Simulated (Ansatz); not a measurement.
Results of PBE-D4 in Ansatz (PAW) for bcc Ta.

Numerical settings: plane-wave cutoff 520 eV, 24×24×24 k mesh, Fermi–Dirac smearing 0.05 eV, scalar-relativistic PAW data made under PBE.

Results at a series of volumes:

```
V (Å³/atom)  E − E_lowest (meV/atom)  P (GPa)
-----------  -----------------------  -------
16.945                         44.83    13.97
17.306                         19.26     8.84
17.667                          4.66     4.21
18.027                          0.00     0.01
18.388                          4.34    -3.80
18.748                         16.85    -7.26
19.109                         36.78   -10.40
```

Question: Estimate the bulk modulus from the pressures at 17.667 and 18.388 Å³/atom, and compare it with a fit to all energies.

Answer: B = −V dP/dV. Between V = 17.667 and 18.388 Å³/atom, dP/dV = (-3.80 − (4.21))/(18.388 − 17.667) = -11.1 GPa per Å³/atom; at the midpoint 18.028 Å³/atom this gives B ≈ 200 GPa. The third-order Birch–Murnaghan fit gives V0 = 18.028 Å³/atom, B0 = 200 GPa, B′ = 3.9, which lies within 1 % of that estimate.

Measured, for comparison: bulk modulus 198 GPa (corrected for temperature and zero-point phonon effects, our sources range from 194 to 203; as tabulated in Levämäki et al. (2014), arXiv:1402.3671); equilibrium volume per atom 17.95 Å³/atom (static lattice: zero-point anharmonic expansion removed; as tabulated in Mejia-Rodriguez and Trickey (2018), arXiv:1807.09216). Computed (rounded) less measured: bulk modulus +1 % (inside the range of the sources held), equilibrium volume per atom +0.4 %.

Spin–orbit coupling is not included.

Static lattice: no zero-point or thermal effects.

The result took very roughly 40 core-seconds.

Ansatz is a first-principles code.
